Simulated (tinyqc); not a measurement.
Worked calculation (part 1 of 3): UHF in the sto-3g basis, for CH3, spin multiplicity 2. Computed by tinyqc, a small Python program that keeps every step (integrals from PySCF). Settings: charge = 0, multiplicity = 2, basis = sto-3g, energy threshold = 1e-09, iteration cap = 65, orthogonalisation = symmetric, start = core, DIIS depth = 0, damping = 0.7, shift = 0.5, method = UHF. Command: `OMP_NUM_THREADS=1 python tinyqc.py 21752 21753 out.jsonl` (the two numbers bound the seeds that draw the settings). One thread of a shared host (Intel(R) Xeon(R) Processor @ 2.60GHz), about 0.2 s of CPU time with the checks. Later iterations appear only in the table of the cycle.

## One-electron integrals

Geometry (angstrom):
```
atom        x        y       z
C      0.0000   0.0000  0.0630
H      1.2000   0.0000  0.0000
H     -0.6000   1.0390  0.0000
H     -0.6000  -1.0390  0.0000
```

Basis sto-3g: exponents (1/bohr^2) and contraction coefficients of normalised primitives:
```
element  l (shell)  exponent  coefficient
C            s (1)   71.6168       0.1543
C            s (1)   13.0451       0.5353
C            s (1)    3.5305       0.4446
C            s (2)    2.9412      -0.1000
C            s (2)    0.6835       0.3995
C            s (2)    0.2223       0.7001
C            p (3)    2.9412       0.1559
C            p (3)    0.6835       0.6077
C            p (3)    0.2223       0.3920
H            s (1)    3.4253       0.1543
H            s (1)    0.6239       0.5353
H            s (1)    0.1689       0.4446
```

Overlap, kinetic and nuclear-attraction integrals over the contracted functions; the nuclear repulsion is the sum of Za Zb / Rab.

nuclear repulsion = 8.691505 hartree

overlap S:
```
         1C 1s   1C 2s   1C 2px   1C 2py   1C 2pz    2H 1s    3H 1s    4H 1s
1C 1s   1.0000  0.2484   0.0000   0.0000   0.0000   0.0480   0.0480   0.0480
1C 2s   0.2484  1.0000   0.0000   0.0000   0.0000   0.4285   0.4286   0.4286
1C 2px  0.0000  0.0000   1.0000   0.0000   0.0000   0.4261  -0.2131  -0.2131
1C 2py  0.0000  0.0000   0.0000   1.0000   0.0000   0.0000   0.3691  -0.3691
1C 2pz  0.0000  0.0000   0.0000   0.0000   1.0000  -0.0224  -0.0224  -0.0224
2H 1s   0.0480  0.4285   0.4261   0.0000  -0.0224   1.0000   0.1047   0.1047
3H 1s   0.0480  0.4286  -0.2131   0.3691  -0.0224   0.1047   1.0000   0.1047
4H 1s   0.0480  0.4286  -0.2131  -0.3691  -0.0224   0.1047   0.1047   1.0000
```

kinetic energy T (hartree):
```
          1C 1s    1C 2s   1C 2px   1C 2py   1C 2pz    2H 1s    3H 1s    4H 1s
1C 1s   15.8911  -0.0859   0.0000   0.0000   0.0000  -0.0122  -0.0122  -0.0122
1C 2s   -0.0859   0.4722   0.0000   0.0000   0.0000   0.0741   0.0741   0.0741
1C 2px   0.0000   0.0000   1.4777   0.0000   0.0000   0.1971  -0.0986  -0.0986
1C 2py   0.0000   0.0000   0.0000   1.4777   0.0000   0.0000   0.1708  -0.1708
1C 2pz   0.0000   0.0000   0.0000   0.0000   1.4777  -0.0103  -0.0104  -0.0104
2H 1s   -0.0122   0.0741   0.1971   0.0000  -0.0103   0.7600  -0.0109  -0.0109
3H 1s   -0.0122   0.0741  -0.0986   0.1708  -0.0104  -0.0109   0.7600  -0.0109
4H 1s   -0.0122   0.0741  -0.0986  -0.1708  -0.0104  -0.0109  -0.0109   0.7600
```

nuclear attraction V (hartree):
```
           1C 1s    1C 2s   1C 2px   1C 2py   1C 2pz    2H 1s    3H 1s    4H 1s
1C 1s   -34.9740  -4.5204   0.0000   0.0000   0.0022  -0.8868  -0.8872  -0.8872
1C 2s    -4.5204  -6.4888   0.0001   0.0000   0.0235  -2.2916  -2.2923  -2.2923
1C 2px    0.0000   0.0001  -6.4983   0.0000   0.0000  -2.1017   1.0513   1.0513
1C 2py    0.0000   0.0000   0.0000  -6.4983   0.0000   0.0000  -1.8205   1.8205
1C 2pz    0.0022   0.0235   0.0000   0.0000  -6.3428   0.1152   0.1152   0.1152
2H 1s    -0.8868  -2.2916  -2.1017   0.0000   0.1152  -4.3414  -0.5090  -0.5090
3H 1s    -0.8872  -2.2923   1.0513  -1.8205   0.1152  -0.5090  -4.3418  -0.5093
4H 1s    -0.8872  -2.2923   1.0513   1.8205   0.1152  -0.5090  -0.5093  -4.3418
```

core Hamiltonian H = T + V (hartree):
```
           1C 1s    1C 2s   1C 2px   1C 2py   1C 2pz    2H 1s    3H 1s    4H 1s
1C 1s   -19.0829  -4.6063   0.0000   0.0000   0.0022  -0.8990  -0.8994  -0.8994
1C 2s    -4.6063  -6.0165   0.0001   0.0000   0.0235  -2.2175  -2.2182  -2.2182
1C 2px    0.0000   0.0001  -5.0206   0.0000   0.0000  -1.9045   0.9527   0.9527
1C 2py    0.0000   0.0000   0.0000  -5.0206   0.0000   0.0000  -1.6496   1.6496
1C 2pz    0.0022   0.0235   0.0000   0.0000  -4.8651   0.1048   0.1049   0.1049
2H 1s    -0.8990  -2.2175  -1.9045   0.0000   0.1048  -3.5813  -0.5198  -0.5198
3H 1s    -0.8994  -2.2182   0.9527  -1.6496   0.1049  -0.5198  -3.5818  -0.5201
4H 1s    -0.8994  -2.2182   0.9527   1.6496   0.1049  -0.5198  -0.5201  -3.5818
```

## Two-electron integrals

Functions are numbered as in S; the eight-fold symmetry (ij|kl) = (ji|kl) = (kl|ij) leaves the list below.

Two-electron integrals (ij|kl) in chemists' order, unique and non-zero (hartree):
```
(11|11) 3.5419      (21|11) 0.5769      (21|21) 0.1119      (22|11) 0.8547
(22|21) 0.2053      (22|22) 0.6247      (31|31) 0.0203      (32|31) 0.0309
(32|32) 0.1380      (33|11) 0.8524      (33|21) 0.2053      (33|22) 0.6246
(33|33) 0.6728      (41|41) 0.0203      (42|41) 0.0309      (42|42) 0.1380
(43|43) 0.0363      (44|11) 0.8524      (44|21) 0.2053      (44|22) 0.6246
(44|33) 0.6003      (44|44) 0.6728      (51|51) 0.0203      (52|51) 0.0309
(52|52) 0.1380      (53|53) 0.0363      (54|54) 0.0363      (55|11) 0.8524
(55|21) 0.2053      (55|22) 0.6246      (55|33) 0.6003      (55|44) 0.6003
(55|55) 0.6728      (61|11) 0.1121      (61|21) 0.0216      (61|22) 0.0396
(61|31) 0.0013      (61|32) 0.0024      (61|33) 0.0399      (61|44) 0.0395
(61|51) -6.88e-05   (61|52) -1.29e-04   (61|53) -2.20e-05   (61|55) 0.0395
(61|61) 0.0043      (62|11) 0.2786      (62|21) 0.0679      (62|22) 0.2284
(62|31) 0.0064      (62|32) 0.0451      (62|33) 0.2393      (62|44) 0.2228
(62|51) -3.38e-04   (62|52) -0.0024     (62|53) -0.0009     (62|55) 0.2229
(62|61) 0.0137      (62|62) 0.1111      (63|11) 0.2408      (63|21) 0.0594
(63|22) 0.2120      (63|31) 0.0117      (63|32) 0.0749      (63|33) 0.2330
(63|44) 0.2013      (63|51) -2.57e-04   (63|52) -0.0020     (63|53) -0.0012
(63|55) 0.2014      (63|61) 0.0125      (63|62) 0.1224      (63|63) 0.1457
(64|41) 0.0068      (64|42) 0.0361      (64|43) 0.0087      (64|54) -4.59e-04
(64|64) 0.0134      (65|11) -0.0126     (65|21) -0.0031     (65|22) -0.0111
(65|31) -2.57e-04   (65|32) -0.0020     (65|33) -0.0113     (65|44) -0.0106
(65|51) 0.0068      (65|52) 0.0362      (65|53) 0.0088      (65|55) -0.0115
(65|61) -0.0007     (65|62) -0.0064     (65|63) -0.0070     (65|65) 0.0137
(66|11) 0.4338      (66|21) 0.1075      (66|22) 0.4120      (66|31) 0.0125
(66|32) 0.1189      (66|33) 0.4547      (66|44) 0.3903      (66|51) -0.0007
(66|52) -0.0062     (66|53) -0.0034     (66|55) 0.3905      (66|61) 0.0220
(66|62) 0.2563      (66|63) 0.3114      (66|65) -0.0163     (66|66) 0.7746
(71|11) 0.1122      (71|21) 0.0216      (71|22) 0.0396      (71|31) -0.0007
(71|32) -0.0012     (71|33) 0.0396      (71|41) 0.0011      (71|42) 0.0021
(71|43) -1.82e-04   (71|44) 0.0398      (71|51) -6.88e-05   (71|52) -1.29e-04
(71|53) 1.10e-05    (71|54) -1.91e-05   (71|55) 0.0395      (71|61) 0.0041
(71|62) 0.0128      (71|63) 0.0110      (71|64) 4.47e-04    (71|65) -0.0006
(71|66) 0.0202      (71|71) 0.0043      (72|11) 0.2787      (72|21) 0.0679
(72|22) 0.2285      (72|31) -0.0032     (72|32) -0.0226     (72|33) 0.2270
(72|41) 0.0056      (72|42) 0.0391      (72|43) -0.0071     (72|44) 0.2352
(72|51) -3.39e-04   (72|52) -0.0024     (72|53) 4.32e-04    (72|54) -0.0007
(72|55) 0.2229      (72|61) 0.0128      (72|62) 0.0779      (72|63) 0.0675
(72|64) 0.0092      (72|65) -0.0044     (72|66) 0.1388      (72|71) 0.0137
(72|72) 0.1111      (73|11) -0.1205     (73|21) -0.0297     (73|22) -0.1060
(73|31) 0.0080      (73|32) 0.0458      (73|33) -0.1112     (73|41) -0.0021
(73|42) -0.0168     (73|43) 0.0106      (73|44) -0.1060     (73|51) 1.29e-04
(73|52) 0.0010      (73|53) -0.0006     (73|54) 3.23e-04    (73|55) -0.1007
(73|61) -0.0051     (73|62) -0.0258     (73|63) -0.0146     (73|64) -0.0022
(73|65) 0.0014      (73|66) -0.0385     (73|71) -0.0063     (73|72) -0.0612
(73|73) 0.0465      (74|11) 0.2086      (74|21) 0.0514      (74|22) 0.1836
(74|31) -0.0021     (74|32) -0.0168     (74|33) 0.1775      (74|41) 0.0105
(74|42) 0.0652      (74|43) -0.0097     (74|44) 0.1987      (74|51) -2.23e-04
(74|52) -0.0018     (74|53) 3.23e-04    (74|54) -0.0010     (74|55) 0.1744
(74|61) 0.0097      (74|62) 0.0631      (74|63) 0.0544      (74|64) 0.0156
(74|65) -0.0035     (74|66) 0.1131      (74|71) 0.0109      (74|72) 0.1060
(74|73) -0.0574     (74|74) 0.1127      (75|11) -0.0126     (75|21) -0.0031
(75|22) -0.0111     (75|31) 1.29e-04    (75|32) 0.0010      (75|33) -0.0108
(75|41) -2.23e-04   (75|42) -0.0018     (75|43) 3.23e-04    (75|44) -0.0111
(75|51) 0.0068      (75|52) 0.0362      (75|53) -0.0044     (75|54) 0.0076
(75|55) -0.0115     (75|61) -0.0006     (75|62) -0.0044     (75|63) -0.0037
(75|64) -0.0005     (75|65) 0.0090      (75|66) -0.0083     (75|71) -0.0007
(75|72) -0.0064     (75|73) 0.0035      (75|74) -0.0060     (75|75) 0.0137
(76|11) 0.0608      (76|21) 0.0149      (76|22) 0.0518      (76|31) 0.0006
(76|32) 0.0044      (76|33) 0.0523      (76|41) 0.0010      (76|42) 0.0076
(76|43) 3.29e-04    (76|44) 0.0526      (76|51) -1.24e-04   (76|52) -0.0009
(76|53) -1.25e-04   (76|54) -2.17e-04   (76|55) 0.0505      (76|61) 0.0029
(76|62) 0.0224      (76|63) 0.0229      (76|64) 0.0024      (76|65) -0.0014
(76|66) 0.0481      (76|71) 0.0029      (76|72) 0.0224      (76|73) -0.0093
(76|74) 0.0210      (76|75) -0.0014     (76|76) 0.0056      (77|11) 0.4339
(77|21) 0.1075      (77|22) 0.4120      (77|31) -0.0063     (77|32) -0.0595
(77|33) 0.4064      (77|41) 0.0109      (77|42) 0.1030      (77|43) -0.0279
(77|44) 0.4386      (77|51) -0.0007     (77|52) -0.0062     (77|53) 0.0017
(77|54) -0.0029     (77|55) 0.3905      (77|61) 0.0202      (77|62) 0.1388
(77|63) 0.1172      (77|64) 0.0232      (77|65) -0.0083     (77|66) 0.2540
(77|71) 0.0220      (77|72) 0.2563      (77|73) -0.1558     (77|74) 0.2698
(77|75) -0.0164     (77|76) 0.0481      (77|77) 0.7746      (81|11) 0.1122
(81|21) 0.0216      (81|22) 0.0396      (81|31) -0.0007     (81|32) -0.0012
(81|33) 0.0396      (81|41) -0.0011     (81|42) -0.0021     (81|43) 1.82e-04
(81|44) 0.0398      (81|51) -6.88e-05   (81|52) -1.29e-04   (81|53) 1.10e-05
(81|54) 1.91e-05    (81|55) 0.0395      (81|61) 0.0041      (81|62) 0.0128
(81|63) 0.0110      (81|64) -4.47e-04   (81|65) -0.0006     (81|66) 0.0202
(81|71) 0.0041      (81|72) 0.0128      (81|73) -0.0059     (81|74) 0.0093
(81|75) -0.0006     (81|76) 0.0028      (81|77) 0.0202      (81|81) 0.0043
(82|11) 0.2787      (82|21) 0.0679      (82|22) 0.2285      (82|31) -0.0032
(82|32) -0.0226     (82|33) 0.2270      (82|41) -0.0056     (82|42) -0.0391
(82|43) 0.0071      (82|44) 0.2352      (82|51) -3.39e-04   (82|52) -0.0024
(82|53) 4.32e-04    (82|54) 0.0007      (82|55) 0.2229      (82|61) 0.0128
(82|62) 0.0779      (82|63) 0.0675      (82|64) -0.0092     (82|65) -0.0044
(82|66) 0.1388      (82|71) 0.0128      (82|72) 0.0780      (82|73) -0.0418
(82|74) 0.0539      (82|75) -0.0044     (82|76) 0.0168      (82|77) 0.1389
(82|81) 0.0137      (82|82) 0.1111      (83|11) -0.1205     (83|21) -0.0297
(83|22) -0.1060     (83|31) 0.0080      (83|32) 0.0458      (83|33) -0.1112
(83|41) 0.0021      (83|42) 0.0168      (83|43) -0.0106     (83|44) -0.1060
(83|51) 1.29e-04    (83|52) 0.0010      (83|53) -0.0006     (83|54) -3.23e-04
(83|55) -0.1007     (83|61) -0.0051     (83|62) -0.0258     (83|63) -0.0146
(83|64) 0.0022      (83|65) 0.0014      (83|66) -0.0385     (83|71) -0.0059
(83|72) -0.0418     (83|73) 0.0306      (83|74) -0.0283     (83|75) 0.0023
(83|76) -0.0070     (83|77) -0.0787     (83|81) -0.0063     (83|82) -0.0612
(83|83) 0.0465      (84|11) -0.2086     (84|21) -0.0514     (84|22) -0.1836
(84|31) 0.0021      (84|32) 0.0168      (84|33) -0.1775     (84|41) 0.0105
(84|42) 0.0652      (84|43) -0.0097     (84|44) -0.1987     (84|51) 2.23e-04
(84|52) 0.0018      (84|53) -3.23e-04   (84|54) -0.0010     (84|55) -0.1744
(84|61) -0.0097     (84|62) -0.0631     (84|63) -0.0544     (84|64) 0.0156
(84|65) 0.0035      (84|66) -0.1131     (84|71) -0.0093     (84|72) -0.0539
(84|73) 0.0283      (84|74) -0.0296     (84|75) 0.0030      (84|76) -0.0121
(84|77) -0.0899     (84|81) -0.0109     (84|82) -0.1060     (84|83) 0.0574
(84|84) 0.1127      (85|11) -0.0126     (85|21) -0.0031     (85|22) -0.0111
(85|31) 1.29e-04    (85|32) 0.0010      (85|33) -0.0108     (85|41) 2.23e-04
(85|42) 0.0018      (85|43) -3.23e-04   (85|44) -0.0111     (85|51) 0.0068
(85|52) 0.0362      (85|53) -0.0044     (85|54) -0.0076     (85|55) -0.0115
(85|61) -0.0006     (85|62) -0.0044     (85|63) -0.0037     (85|64) 0.0005
(85|65) 0.0090      (85|66) -0.0083     (85|71) -0.0006     (85|72) -0.0044
(85|73) 0.0023      (85|74) -0.0030     (85|75) 0.0090      (85|76) -0.0010
(85|77) -0.0083     (85|81) -0.0007     (85|82) -0.0064     (85|83) 0.0035
(85|84) 0.0060      (85|85) 0.0137      (86|11) 0.0608      (86|21) 0.0149
(86|22) 0.0518      (86|31) 0.0006      (86|32) 0.0044      (86|33) 0.0523
(86|41) -0.0010     (86|42) -0.0076     (86|43) -3.29e-04   (86|44) 0.0526
(86|51) -1.24e-04   (86|52) -0.0009     (86|53) -1.25e-04   (86|54) 2.17e-04
(86|55) 0.0505      (86|61) 0.0029      (86|62) 0.0224      (86|63) 0.0229
(86|64) -0.0024     (86|65) -0.0014     (86|66) 0.0481      (86|71) 0.0028
(86|72) 0.0168      (86|73) -0.0070     (86|74) 0.0121      (86|75) -0.0010
(86|76) 0.0044      (86|77) 0.0296      (86|81) 0.0029      (86|82) 0.0224
(86|83) -0.0093     (86|84) -0.0210     (86|85) -0.0014     (86|86) 0.0056
(87|11) 0.0608      (87|21) 0.0149      (87|22) 0.0518      (87|31) -0.0012
(87|32) -0.0088     (87|33) 0.0529      (87|44) 0.0521      (87|51) -1.24e-04
(87|52) -0.0009     (87|53) 2.51e-04    (87|55) 0.0505      (87|61) 0.0028
(87|62) 0.0168      (87|63) 0.0139      (87|65) -0.0010     (87|66) 0.0296
(87|71) 0.0029      (87|72) 0.0224      (87|73) -0.0136     (87|74) 0.0186
(87|75) -0.0014     (87|76) 0.0044      (87|77) 0.0481      (87|81) 0.0029
(87|82) 0.0224      (87|83) -0.0136     (87|84) -0.0186     (87|85) -0.0014
(87|86) 0.0044      (87|87) 0.0056      (88|11) 0.4339      (88|21) 0.1075
(88|22) 0.4120      (88|31) -0.0063     (88|32) -0.0595     (88|33) 0.4064
(88|41) -0.0109     (88|42) -0.1030     (88|43) 0.0279      (88|44) 0.4386
(88|51) -0.0007     (88|52) -0.0062     (88|53) 0.0017      (88|54) 0.0029
(88|55) 0.3905      (88|61) 0.0202      (88|62) 0.1388      (88|63) 0.1172
(88|64) -0.0232     (88|65) -0.0083     (88|66) 0.2540      (88|71) 0.0202
(88|72) 0.1389      (88|73) -0.0787     (88|74) 0.0899      (88|75) -0.0083
(88|76) 0.0296      (88|77) 0.2540      (88|81) 0.0220      (88|82) 0.2563
(88|83) -0.1558     (88|84) -0.2698     (88|85) -0.0164     (88|86) 0.0481
(88|87) 0.0481      (88|88) 0.7746
```

## Orthogonalisation

S = U s U^T; symmetric (Loewdin) form X = U s^(-1/2) U^T, so that X^T S X = 1.

eigenvalues of S: 0.3265  0.4230  0.4231  0.9665  1.0045  1.4722  1.4722  1.9119

X:
```
          1C 1s    1C 2s   1C 2px   1C 2py   1C 2pz    2H 1s    3H 1s    4H 1s
1C 1s    1.0279  -0.1594   0.0000   0.0000   0.0015   0.0239   0.0239   0.0239
1C 2s   -0.1594   1.3131  -0.0001   0.0000  -0.0147  -0.2778  -0.2779  -0.2779
1C 2px   0.0000  -0.0001   1.1452   0.0000   0.0000  -0.2897   0.1449   0.1449
1C 2py   0.0000   0.0000   0.0000   1.1452   0.0000   0.0000  -0.2509   0.2509
1C 2pz   0.0015  -0.0147   0.0000   0.0000   1.0008   0.0142   0.0142   0.0142
2H 1s    0.0239  -0.2778  -0.2897   0.0000   0.0142   1.1930  -0.0233  -0.0233
3H 1s    0.0239  -0.2779   0.1449  -0.2509   0.0142  -0.0233   1.1931  -0.0233
4H 1s    0.0239  -0.2779   0.1449   0.2509   0.0142  -0.0233  -0.0233   1.1931
```

## Starting guess

The start is the orbitals of the core Hamiltonian; D(s) = C_occ C_occ^T for each spin.

D(alpha) at the start:
```
          1C 1s    1C 2s   1C 2px   1C 2py   1C 2pz    2H 1s    3H 1s    4H 1s
1C 1s    1.0772  -0.3323   0.0000   0.0000   0.0038   0.0392   0.0393   0.0393
1C 2s   -0.3323   1.4171  -0.0001   0.0000  -0.0217  -0.1569  -0.1570  -0.1570
1C 2px   0.0000  -0.0001   1.2259   0.0000   0.0000  -0.2170   0.1085   0.1085
1C 2py   0.0000   0.0000   0.0000   1.2259   0.0000   0.0000  -0.1879   0.1879
1C 2pz   0.0038  -0.0217   0.0000   0.0000   1.0013   0.0116   0.0116   0.0116
2H 1s    0.0392  -0.1569  -0.2170   0.0000   0.0116   0.0559  -0.0017  -0.0017
3H 1s    0.0393  -0.1570   0.1085  -0.1879   0.0116  -0.0017   0.0559  -0.0017
4H 1s    0.0393  -0.1570   0.1085   0.1879   0.0116  -0.0017  -0.0017   0.0559
```

D(beta) at the start:
```
          1C 1s    1C 2s   1C 2px   1C 2py   1C 2pz    2H 1s    3H 1s    4H 1s
1C 1s    1.0769  -0.3312   0.0000   0.0000   0.0200   0.0393   0.0393   0.0393
1C 2s   -0.3312   1.4125  -0.0001   0.0000  -0.0891  -0.1571  -0.1571  -0.1571
1C 2px   0.0000  -0.0001   1.2259   0.0000   0.0000  -0.2170   0.1085   0.1085
1C 2py   0.0000   0.0000   0.0000   1.2259   0.0000   0.0000  -0.1879   0.1879
1C 2pz   0.0200  -0.0891   0.0000   0.0000   0.0056   0.0099   0.0099   0.0099
2H 1s    0.0393  -0.1571  -0.2170   0.0000   0.0099   0.0559  -0.0017  -0.0017
3H 1s    0.0393  -0.1571   0.1085  -0.1879   0.0099  -0.0017   0.0559  -0.0017
4H 1s    0.0393  -0.1571   0.1085   0.1879   0.0099  -0.0017  -0.0017   0.0559
```
